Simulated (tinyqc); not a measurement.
Inside a calculation (part 1 of 3). Method: UHF in the sto-3g basis, for OH+, spin multiplicity 3. Computed by tinyqc, a small Python program that keeps every step (integrals from PySCF). Settings: charge = 1, multiplicity = 3, basis = sto-3g, energy threshold = 1e-08, iteration cap = 67, orthogonalisation = symmetric, start = core, DIIS depth = 6, method = UHF. Command: `OMP_NUM_THREADS=1 python tinyqc.py 21589 21590 out.jsonl` (the two numbers bound the seeds that draw the settings). One thread of a shared host (Intel(R) Xeon(R) Processor @ 2.60GHz), about 0.1 s of CPU time with the checks. Later iterations appear only in the table of the cycle.

## One-electron integrals

Geometry (angstrom):
```
atom       x       y       z
O     0.0000  0.0000  0.0000
H     0.0000  0.0000  1.0800
```

Basis sto-3g: exponents (1/bohr^2) and contraction coefficients of normalised primitives:
```
element  l (shell)  exponent  coefficient
O            s (1)  130.7093       0.1543
O            s (1)   23.8089       0.5353
O            s (1)    6.4436       0.4446
O            s (2)    5.0332      -0.1000
O            s (2)    1.1696       0.3995
O            s (2)    0.3804       0.7001
O            p (3)    5.0332       0.1559
O            p (3)    1.1696       0.6077
O            p (3)    0.3804       0.3920
H            s (1)    3.4253       0.1543
H            s (1)    0.6239       0.5353
H            s (1)    0.1689       0.4446
```

Overlap, kinetic and nuclear-attraction integrals over the contracted functions; the nuclear repulsion is the sum of Za Zb / Rab.

nuclear repulsion = 3.919831 hartree

overlap S:
```
         1O 1s   1O 2s  1O 2px  1O 2py  1O 2pz   2H 1s
1O 1s   1.0000  0.2367  0.0000  0.0000  0.0000  0.0403
1O 2s   0.2367  1.0000  0.0000  0.0000  0.0000  0.3979
1O 2px  0.0000  0.0000  1.0000  0.0000  0.0000  0.0000
1O 2py  0.0000  0.0000  0.0000  1.0000  0.0000  0.0000
1O 2pz  0.0000  0.0000  0.0000  0.0000  1.0000  0.3483
2H 1s   0.0403  0.3979  0.0000  0.0000  0.3483  1.0000
```

kinetic energy T (hartree):
```
          1O 1s    1O 2s  1O 2px  1O 2py  1O 2pz    2H 1s
1O 1s   29.0032  -0.1680  0.0000  0.0000  0.0000  -0.0080
1O 2s   -0.1680   0.8081  0.0000  0.0000  0.0000   0.0775
1O 2px   0.0000   0.0000  2.5287  0.0000  0.0000   0.0000
1O 2py   0.0000   0.0000  0.0000  2.5287  0.0000   0.0000
1O 2pz   0.0000   0.0000  0.0000  0.0000  2.5287   0.1988
2H 1s   -0.0080   0.0775  0.0000  0.0000  0.1988   0.7600
```

nuclear attraction V (hartree):
```
           1O 1s    1O 2s   1O 2px   1O 2py   1O 2pz    2H 1s
1O 1s   -61.1084  -7.2991   0.0000   0.0000  -0.0122  -1.2736
1O 2s    -7.2991  -9.5390   0.0000   0.0000  -0.1485  -2.9262
1O 2px    0.0000   0.0000  -9.4347   0.0000   0.0000   0.0000
1O 2py    0.0000   0.0000   0.0000  -9.4347   0.0000   0.0000
1O 2pz   -0.0122  -0.1485   0.0000   0.0000  -9.5289  -2.2949
2H 1s    -1.2736  -2.9262   0.0000   0.0000  -2.2949  -5.0585
```

core Hamiltonian H = T + V (hartree):
```
           1O 1s    1O 2s   1O 2px   1O 2py   1O 2pz    2H 1s
1O 1s   -32.1052  -7.4671   0.0000   0.0000  -0.0122  -1.2817
1O 2s    -7.4671  -8.7309   0.0000   0.0000  -0.1485  -2.8487
1O 2px    0.0000   0.0000  -6.9060   0.0000   0.0000   0.0000
1O 2py    0.0000   0.0000   0.0000  -6.9060   0.0000   0.0000
1O 2pz   -0.0122  -0.1485   0.0000   0.0000  -7.0001  -2.0961
2H 1s    -1.2817  -2.8487   0.0000   0.0000  -2.0961  -4.2985
```

## Two-electron integrals

Functions are numbered as in S; the eight-fold symmetry (ij|kl) = (ji|kl) = (kl|ij) leaves the list below.

Two-electron integrals (ij|kl) in chemists' order, unique and non-zero (hartree):
```
(11|11) 4.7851   (21|11) 0.7414   (21|21) 0.1369   (22|11) 1.1189
(22|21) 0.2566   (22|22) 0.8172   (31|31) 0.0245   (32|31) 0.0378
(32|32) 0.1805   (33|11) 1.1158   (33|21) 0.2567   (33|22) 0.8170
(33|33) 0.8802   (41|41) 0.0245   (42|41) 0.0378   (42|42) 0.1805
(43|43) 0.0474   (44|11) 1.1158   (44|21) 0.2567   (44|22) 0.8170
(44|33) 0.7853   (44|44) 0.8802   (51|51) 0.0245   (52|51) 0.0378
(52|52) 0.1805   (53|53) 0.0474   (54|54) 0.0474   (55|11) 1.1158
(55|21) 0.2567   (55|22) 0.8170   (55|33) 0.7853   (55|44) 0.7853
(55|55) 0.8802   (61|11) 0.1278   (61|21) 0.0234   (61|22) 0.0436
(61|33) 0.0436   (61|44) 0.0436   (61|51) 0.0011   (61|52) 0.0020
(61|55) 0.0438   (61|61) 0.0041   (62|11) 0.3249   (62|21) 0.0755
(62|22) 0.2679   (62|33) 0.2633   (62|44) 0.2633   (62|51) 0.0057
(62|52) 0.0442   (62|55) 0.2770   (62|61) 0.0132   (62|62) 0.1107
(63|31) 0.0077   (63|32) 0.0456   (63|53) 0.0091   (63|63) 0.0154
(64|41) 0.0077   (64|42) 0.0456   (64|54) 0.0091   (64|64) 0.0154
(65|11) 0.2400   (65|21) 0.0565   (65|22) 0.2139   (65|33) 0.2043
(65|44) 0.2043   (65|51) 0.0114   (65|52) 0.0789   (65|55) 0.2329
(65|61) 0.0103   (65|62) 0.1074   (65|65) 0.1183   (66|11) 0.4786
(66|21) 0.1130   (66|22) 0.4611   (66|33) 0.4428   (66|44) 0.4428
(66|51) 0.0106   (66|52) 0.1150   (66|55) 0.4971   (66|61) 0.0199
(66|62) 0.2446   (66|65) 0.2708   (66|66) 0.7746
```

## Orthogonalisation

S = U s U^T; symmetric (Loewdin) form X = U s^(-1/2) U^T, so that X^T S X = 1.

eigenvalues of S: 0.4515  0.8396  1.0000  1.0000  1.1345  1.5744

X:
```
          1O 1s    1O 2s  1O 2px  1O 2py   1O 2pz    2H 1s
1O 1s    1.0229  -0.1308  0.0000  0.0000  -0.0069   0.0211
1O 2s   -0.1308   1.1008  0.0000  0.0000   0.0675  -0.2490
1O 2px   0.0000   0.0000  1.0000  0.0000   0.0000   0.0000
1O 2py   0.0000   0.0000  0.0000  1.0000   0.0000   0.0000
1O 2pz  -0.0069   0.0675  0.0000  0.0000   1.0577  -0.2138
2H 1s    0.0211  -0.2490  0.0000  0.0000  -0.2138   1.1340
```

## Starting guess

The start is the orbitals of the core Hamiltonian; D(s) = C_occ C_occ^T for each spin.

D(alpha) at the start:
```
          1O 1s    1O 2s  1O 2px  1O 2py   1O 2pz    2H 1s
1O 1s    1.0626  -0.2704  0.0000  0.0000  -0.0179   0.0370
1O 2s   -0.2704   1.1677  0.0000  0.0000   0.1044  -0.1587
1O 2px   0.0000   0.0000  1.0000  0.0000   0.0000   0.0000
1O 2py   0.0000   0.0000  0.0000  1.0000   0.0000   0.0000
1O 2pz  -0.0179   0.1044  0.0000  0.0000   1.0979  -0.1756
2H 1s    0.0370  -0.1587  0.0000  0.0000  -0.1756   0.0455
```

D(beta) at the start:
```
          1O 1s    1O 2s  1O 2px  1O 2py   1O 2pz    2H 1s
1O 1s    1.0626  -0.2704  0.0000  0.0000  -0.0179   0.0370
1O 2s   -0.2704   1.1677  0.0000  0.0000   0.1044  -0.1587
1O 2px   0.0000   0.0000  0.0000  0.0000   0.0000   0.0000
1O 2py   0.0000   0.0000  0.0000  0.0000   0.0000   0.0000
1O 2pz  -0.0179   0.1044  0.0000  0.0000   1.0979  -0.1756
2H 1s    0.0370  -0.1587  0.0000  0.0000  -0.1756   0.0455
```

## Iteration 1: building the Fock matrix

J_ij = sum D_kl (ij|kl) with D = D(alpha) + D(beta), K_ij = sum D_kl (ik|jl) for each spin; F = H + J - K(s); E = tr D H + tr D J / 2 - 0.5 sum_s tr D(s) K(s) + E_nn.

Coulomb J (hartree):
```
          1O 1s   1O 2s  1O 2px  1O 2py  1O 2pz   2H 1s
1O 1s   16.3495  3.0300  0.0000  0.0000  0.0035  0.5191
1O 2s    3.0300  7.1649  0.0000  0.0000  0.0000  2.2659
1O 2px   0.0000  0.0000  7.1275  0.0000  0.0000  0.0000
1O 2py   0.0000  0.0000  0.0000  7.1275  0.0000  0.0000
1O 2pz   0.0035  0.0000  0.0000  0.0000  7.2172  1.7755
2H 1s    0.5191  2.2659  0.0000  0.0000  1.7755  3.7242
```

exchange K(alpha) (hartree):
```
         1O 1s   1O 2s  1O 2px  1O 2py  1O 2pz   2H 1s
1O 1s   4.9209  0.8582  0.0000  0.0000  0.0007  0.1550
1O 2s   0.8582  1.4302  0.0000  0.0000  0.0026  0.3952
1O 2px  0.0000  0.0000  1.1797  0.0000  0.0000  0.0000
1O 2py  0.0000  0.0000  0.0000  1.1797  0.0000  0.0000
1O 2pz  0.0007  0.0026  0.0000  0.0000  1.1770  0.2304
2H 1s   0.1550  0.3952  0.0000  0.0000  0.2304  0.1732
```

exchange K(beta) (hartree):
```
         1O 1s   1O 2s  1O 2px  1O 2py  1O 2pz   2H 1s
1O 1s   4.8720  0.7826  0.0000  0.0000  0.0007  0.1396
1O 2s   0.7826  1.0691  0.0000  0.0000  0.0026  0.3040
1O 2px  0.0000  0.0000  0.2520  0.0000  0.0000  0.0000
1O 2py  0.0000  0.0000  0.0000  0.2520  0.0000  0.0000
1O 2pz  0.0007  0.0026  0.0000  0.0000  1.0821  0.2122
2H 1s   0.1396  0.3040  0.0000  0.0000  0.2122  0.1424
```

F(alpha) (hartree):
```
           1O 1s    1O 2s   1O 2px   1O 2py   1O 2pz    2H 1s
1O 1s   -20.6767  -5.2953   0.0000   0.0000  -0.0094  -0.9176
1O 2s    -5.2953  -2.9961   0.0000   0.0000  -0.1511  -0.9781
1O 2px    0.0000   0.0000  -0.9582   0.0000   0.0000   0.0000
1O 2py    0.0000   0.0000   0.0000  -0.9582   0.0000   0.0000
1O 2pz   -0.0094  -0.1511   0.0000   0.0000  -0.9599  -0.5511
2H 1s    -0.9176  -0.9781   0.0000   0.0000  -0.5511  -0.7474
```

F(beta) (hartree):
```
           1O 1s    1O 2s   1O 2px   1O 2py   1O 2pz    2H 1s
1O 1s   -20.6277  -5.2197   0.0000   0.0000  -0.0094  -0.9021
1O 2s    -5.2197  -2.6351   0.0000   0.0000  -0.1511  -0.8868
1O 2px    0.0000   0.0000  -0.0306   0.0000   0.0000   0.0000
1O 2py    0.0000   0.0000   0.0000  -0.0306   0.0000   0.0000
1O 2pz   -0.0094  -0.1511   0.0000   0.0000  -0.8650  -0.5329
2H 1s    -0.9021  -0.8868   0.0000   0.0000  -0.5329  -0.7166
```

total energy of this density = -73.616719 hartree

## Iteration 1: diagonalisation and new density

Diagonalise F' = X^T F X, C = X C', fill 5 alpha and 3 beta electrons from the bottom; D(s) = C_occ C_occ^T. Each column has its largest component positive (the first on a tie).

F' = X^T F X (alpha) (hartree):
```
          1        2        3        4        5        6
1  -20.3028  -2.6690   0.0000   0.0000  -0.0174  -0.1107
2   -2.6690  -2.0374   0.0000   0.0000  -0.0653  -0.3667
3    0.0000   0.0000  -0.9582   0.0000   0.0000   0.0000
4    0.0000   0.0000   0.0000  -0.9582   0.0000   0.0000
5   -0.0174  -0.0653   0.0000   0.0000  -0.8645  -0.3250
6   -0.1107  -0.3667   0.0000   0.0000  -0.3250  -0.3848
```

orbital energies (alpha) (hartree): MO1 -20.6862, MO2 -1.7675, MO3 -0.9713, MO4 -0.9582, MO5 -0.9582, MO6 -0.1645

coefficients C (alpha):
```
            MO1      MO2      MO3     MO4      MO5      MO6
1O 1s    0.9941  -0.2577   0.0678  0.0000   0.0000   0.0679
1O 2s    0.0248   0.9916  -0.3111  0.0000   0.0000  -0.4634
1O 2px   0.0000   0.0000   0.0000  0.9999  -0.0171   0.0000
1O 2py   0.0000   0.0000   0.0000  0.0171   0.9999   0.0000
1O 2pz   0.0026   0.1792   0.8627  0.0000   0.0000  -0.6267
2H 1s   -0.0057   0.0419   0.2640  0.0000   0.0000   1.1501
```

F' = X^T F X (beta) (hartree):
```
          1        2        3        4        5        6
1  -20.2655  -2.6401   0.0000   0.0000  -0.0168  -0.1128
2   -2.6401  -1.6681   0.0000   0.0000  -0.0589  -0.3521
3    0.0000   0.0000  -0.0306   0.0000   0.0000   0.0000
4    0.0000   0.0000   0.0000  -0.0306   0.0000   0.0000
5   -0.0168  -0.0589   0.0000   0.0000  -0.7661  -0.3255
6   -0.1128  -0.3521   0.0000   0.0000  -0.3255  -0.3788
```

orbital energies (beta) (hartree): MO1 -20.6343, MO2 -1.4470, MO3 -0.8661, MO4 -0.1312, MO5 -0.0306, MO6 -0.0306

coefficients C (beta):
```
            MO1      MO2      MO3      MO4      MO5     MO6
1O 1s    0.9952  -0.2416   0.0961   0.0770   0.0000  0.0000
1O 2s    0.0205   0.9279  -0.4286  -0.5002   0.0000  0.0000
1O 2px   0.0000   0.0000   0.0000   0.0000   0.9995  0.0319
1O 2py   0.0000   0.0000   0.0000   0.0000  -0.0319  0.9995
1O 2pz   0.0022   0.2433   0.8251  -0.6551   0.0000  0.0000
2H 1s   -0.0047   0.1257   0.2797   1.1402   0.0000  0.0000
```

D(alpha) after iteration 1:
```
          1O 1s    1O 2s  1O 2px  1O 2py   1O 2pz    2H 1s
1O 1s    1.0593  -0.2520  0.0000  0.0000   0.0149   0.0015
1O 2s   -0.2520   1.0806  0.0000  0.0000  -0.0906  -0.0407
1O 2px   0.0000   0.0000  1.0000  0.0000   0.0000   0.0000
1O 2py   0.0000   0.0000  0.0000  1.0000   0.0000   0.0000
1O 2pz   0.0149  -0.0906  0.0000  0.0000   0.7763   0.2352
2H 1s    0.0015  -0.0407  0.0000  0.0000   0.2352   0.0715
```

D(beta) after iteration 1:
```
          1O 1s    1O 2s  1O 2px  1O 2py   1O 2pz    2H 1s
1O 1s    1.0580  -0.2450  0.0000  0.0000   0.0227  -0.0082
1O 2s   -0.2450   1.0452  0.0000  0.0000  -0.1279  -0.0033
1O 2px   0.0000   0.0000  0.0000  0.0000   0.0000   0.0000
1O 2py   0.0000   0.0000  0.0000  0.0000   0.0000   0.0000
1O 2pz   0.0227  -0.1279  0.0000  0.0000   0.7400   0.2613
2H 1s   -0.0082  -0.0033  0.0000  0.0000   0.2613   0.0940
```

Within a degenerate level the vectors are fixed only up to a rotation; this is one choice.

## Iteration 2: building the Fock matrix

As before.

Coulomb J (hartree):
```
          1O 1s   1O 2s  1O 2px  1O 2py   1O 2pz   2H 1s
1O 1s   15.9837  2.9496  0.0000  0.0000  -0.0021  0.5051
1O 2s    2.9496  6.9888  0.0000  0.0000   0.0174  2.2473
1O 2px   0.0000  0.0000  6.9528  0.0000   0.0000  0.0000
1O 2py   0.0000  0.0000  0.0000  6.9528   0.0000  0.0000
1O 2pz  -0.0021  0.0174  0.0000  0.0000   7.0379  1.7876
2H 1s    0.5051  2.2473  0.0000  0.0000   1.7876  3.8466
```

exchange K(alpha) (hartree):
```
         1O 1s    1O 2s  1O 2px  1O 2py   1O 2pz   2H 1s
1O 1s   4.9102   0.8496  0.0000  0.0000   0.0020  0.1534
1O 2s   0.8496   1.4070  0.0000  0.0000  -0.0051  0.4609
1O 2px  0.0000   0.0000  1.1681  0.0000   0.0000  0.0000
1O 2py  0.0000   0.0000  0.0000  1.1681   0.0000  0.0000
1O 2pz  0.0020  -0.0051  0.0000  0.0000   1.0918  0.3696
2H 1s   0.1534   0.4609  0.0000  0.0000   0.3696  0.3837
```

exchange K(beta) (hartree):
```
         1O 1s    1O 2s  1O 2px  1O 2py   1O 2pz   2H 1s
1O 1s   4.8591   0.7729  0.0000  0.0000   0.0015  0.1377
1O 2s   0.7729   1.0373  0.0000  0.0000  -0.0191  0.3805
1O 2px  0.0000   0.0000  0.2369  0.0000   0.0000  0.0000
1O 2py  0.0000   0.0000  0.0000  0.2369   0.0000  0.0000
1O 2pz  0.0015  -0.0191  0.0000  0.0000   0.9795  0.3590
2H 1s   0.1377   0.3805  0.0000  0.0000   0.3590  0.3865
```

F(alpha) (hartree):
```
           1O 1s    1O 2s   1O 2px   1O 2py   1O 2pz    2H 1s
1O 1s   -21.0317  -5.3670   0.0000   0.0000  -0.0162  -0.9299
1O 2s    -5.3670  -3.1491   0.0000   0.0000  -0.1260  -1.0624
1O 2px    0.0000   0.0000  -1.1213   0.0000   0.0000   0.0000
1O 2py    0.0000   0.0000   0.0000  -1.1213   0.0000   0.0000
1O 2pz   -0.0162  -0.1260   0.0000   0.0000  -1.0540  -0.6781
2H 1s    -0.9299  -1.0624   0.0000   0.0000  -0.6781  -0.8356
```

F(beta) (hartree):
```
           1O 1s    1O 2s   1O 2px   1O 2py   1O 2pz    2H 1s
1O 1s   -20.9806  -5.2904   0.0000   0.0000  -0.0158  -0.9143
1O 2s    -5.2904  -2.7794   0.0000   0.0000  -0.1119  -0.9819
1O 2px    0.0000   0.0000  -0.1902   0.0000   0.0000   0.0000
1O 2py    0.0000   0.0000   0.0000  -0.1902   0.0000   0.0000
1O 2pz   -0.0158  -0.1119   0.0000   0.0000  -0.9417  -0.6675
2H 1s    -0.9143  -0.9819   0.0000   0.0000  -0.6675  -0.8384
```

total energy of this density = -74.027849 hartree

## Iteration 2: DIIS over 2 matrices

error matrix X^T (FDS - SDF) X (alpha):
```
         1        2       3       4        5        6
1   0.0000  -0.0001  0.0000  0.0000   0.0002  -0.0046
2   0.0001   0.0000  0.0000  0.0000  -0.0034   0.0457
3   0.0000   0.0000  0.0000  0.0000   0.0000   0.0000
4   0.0000   0.0000  0.0000  0.0000   0.0000   0.0000
5  -0.0002   0.0034  0.0000  0.0000   0.0000   0.0796
6   0.0046  -0.0457  0.0000  0.0000  -0.0796   0.0000
```

B (overlaps of the stored error matrices):
```
               1              2
1  5.6428741e-01  1.5428598e-01
2  1.5428598e-01  4.5069943e-02
```

Minimise |sum c_i e_i|^2 with sum c_i = 1: solve [B -1; -1 0][c; lambda] = [0; -1] with B_ij = tr e_i^T e_j summed over both spins, and take F = sum c_i F_i.

DIIS coefficients: -0.3631  1.3631

extrapolated F(alpha) (hartree):
```
           1O 1s    1O 2s   1O 2px   1O 2py   1O 2pz    2H 1s
1O 1s   -21.1606  -5.3930   0.0000   0.0000  -0.0187  -0.9344
1O 2s    -5.3930  -3.2047   0.0000   0.0000  -0.1169  -1.0930
1O 2px    0.0000   0.0000  -1.1805   0.0000   0.0000   0.0000
1O 2py    0.0000   0.0000   0.0000  -1.1805   0.0000   0.0000
1O 2pz   -0.0187  -0.1169   0.0000   0.0000  -1.0881  -0.7242
2H 1s    -0.9344  -1.0930   0.0000   0.0000  -0.7242  -0.8676
```

extrapolated F(beta) (hartree):
```
           1O 1s    1O 2s   1O 2px   1O 2py   1O 2pz    2H 1s
1O 1s   -21.1087  -5.3160   0.0000   0.0000  -0.0181  -0.9187
1O 2s    -5.3160  -2.8318   0.0000   0.0000  -0.0977  -1.0164
1O 2px    0.0000   0.0000  -0.2481   0.0000   0.0000   0.0000
1O 2py    0.0000   0.0000   0.0000  -0.2481   0.0000   0.0000
1O 2pz   -0.0181  -0.0977   0.0000   0.0000  -0.9696  -0.7163
2H 1s    -0.9187  -1.0164   0.0000   0.0000  -0.7163  -0.8827
```

## Iteration 2: diagonalisation and new density

As before.

F' = X^T F X (alpha) (hartree):
```
          1        2        3        4        5        6
1  -20.7865  -2.6890   0.0000   0.0000  -0.0362  -0.1026
2   -2.6890  -2.2053   0.0000   0.0000   0.0226  -0.4573
3    0.0000   0.0000  -1.1805   0.0000   0.0000   0.0000
4    0.0000   0.0000   0.0000  -1.1805   0.0000   0.0000
5   -0.0362   0.0226   0.0000   0.0000  -0.9276  -0.5037
6   -0.1026  -0.4573   0.0000   0.0000  -0.5037  -0.4055
```

orbital energies (alpha) (hartree): MO1 -21.1692, MO2 -1.9622, MO3 -1.1805, MO4 -1.1805, MO5 -1.1801, MO6 -0.0133

coefficients C (alpha):
```
            MO1      MO2     MO3      MO4      MO5      MO6
1O 1s    0.9945  -0.2551  0.0000   0.0000   0.0665   0.0738
1O 2s    0.0234   0.9785  0.0000   0.0000  -0.3247  -0.4815
1O 2px   0.0000   0.0000  0.9730  -0.2307   0.0000   0.0000
1O 2py   0.0000   0.0000  0.2307   0.9730   0.0000   0.0000
1O 2pz   0.0028   0.1293  0.0000   0.0000   0.8134  -0.7005
2H 1s   -0.0054   0.0845  0.0000   0.0000   0.3563   1.1225
```

F' = X^T F X (beta) (hartree):
```
          1        2        3        4        5        6
1  -20.7461  -2.6616   0.0000   0.0000  -0.0382  -0.1025
2   -2.6616  -1.8135   0.0000   0.0000   0.0581  -0.4587
3    0.0000   0.0000  -0.2481   0.0000   0.0000   0.0000
4    0.0000   0.0000   0.0000  -0.2481   0.0000   0.0000
5   -0.0382   0.0581   0.0000   0.0000  -0.7971  -0.5186
6   -0.1025  -0.4587   0.0000   0.0000  -0.5186  -0.4414
```

orbital energies (beta) (hartree): MO1 -21.1145, MO2 -1.6355, MO3 -1.0854, MO4 -0.2481, MO5 -0.2481, MO6 0.0373

coefficients C (beta):
```
            MO1      MO2      MO3     MO4      MO5      MO6
1O 1s    0.9955  -0.2368   0.0969  0.0000   0.0000   0.0860
1O 2s    0.0191   0.9001  -0.4534  0.0000   0.0000  -0.5284
1O 2px   0.0000   0.0000   0.0000  0.7641  -0.6452   0.0000
1O 2py   0.0000   0.0000   0.0000  0.6452   0.7641   0.0000
1O 2pz   0.0024   0.1702   0.7652  0.0000   0.0000  -0.7447
2H 1s   -0.0044   0.2021   0.3879  0.0000   0.0000   1.0968
```

D(alpha) after iteration 2:
```
          1O 1s    1O 2s  1O 2px  1O 2py   1O 2pz    2H 1s
1O 1s    1.0585  -0.2480  0.0000  0.0000   0.0239  -0.0032
1O 2s   -0.2480   1.0635  0.0000  0.0000  -0.1375  -0.0331
1O 2px   0.0000   0.0000  1.0000  0.0000   0.0000   0.0000
1O 2py   0.0000   0.0000  0.0000  1.0000   0.0000   0.0000
1O 2pz   0.0239  -0.1375  0.0000  0.0000   0.6784   0.3007
2H 1s   -0.0032  -0.0331  0.0000  0.0000   0.3007   0.1341
```

D(beta) after iteration 2:
```
          1O 1s    1O 2s  1O 2px  1O 2py   1O 2pz    2H 1s
1O 1s    1.0565  -0.2381  0.0000  0.0000   0.0363  -0.0147
1O 2s   -0.2381   1.0161  0.0000  0.0000  -0.1937   0.0059
1O 2px   0.0000   0.0000  0.0000  0.0000   0.0000   0.0000
1O 2py   0.0000   0.0000  0.0000  0.0000   0.0000   0.0000
1O 2pz   0.0363  -0.1937  0.0000  0.0000   0.6145   0.3312
2H 1s   -0.0147   0.0059  0.0000  0.0000   0.3312   0.1913
```

Within a degenerate level the vectors are fixed only up to a rotation; this is one choice.
